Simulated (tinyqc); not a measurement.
Worked calculation: RHF in the sto-3g basis, for OH-, spin multiplicity 1. The basis has no diffuse functions, so it cannot describe the extra electron: this is an exercise in the method, not the real anion. One step of it, computed by the program tinyqc.

Task: Orthogonalisation. S = U s U^T; symmetric (Loewdin) form X = U s^(-1/2) U^T, so that X^T S X = 1.

overlap S:
```
           1O 1s     1O 2s    1O 2px    1O 2py    1O 2pz     2H 1s
1O 1s   1.000000  0.236704  0.000000  0.000000  0.000000  0.038497
1O 2s   0.236704  1.000000  0.000000  0.000000  0.000000  0.386722
1O 2px  0.000000  0.000000  1.000000  0.000000  0.000000  0.000000
1O 2py  0.000000  0.000000  0.000000  1.000000  0.000000  0.000000
1O 2pz  0.000000  0.000000  0.000000  0.000000  1.000000  0.341036
2H 1s   0.038497  0.386722  0.000000  0.000000  0.341036  1.000000
```

Give: eigenvalues of S; X.

Result:

eigenvalues of S: 0.4637  0.8397  1.0000  1.0000  1.1350  1.5615

X:
```
          1O 1s    1O 2s  1O 2px  1O 2py   1O 2pz    2H 1s
1O 1s    1.0228  -0.1304  0.0000  0.0000  -0.0066   0.0206
1O 2s   -0.1304   1.0954  0.0000  0.0000   0.0634  -0.2392
1O 2px   0.0000   0.0000  1.0000  0.0000   0.0000   0.0000
1O 2py   0.0000   0.0000  0.0000  1.0000   0.0000   0.0000
1O 2pz  -0.0066   0.0634  0.0000  0.0000   1.0546  -0.2069
2H 1s    0.0206  -0.2392  0.0000  0.0000  -0.2069   1.1257
```
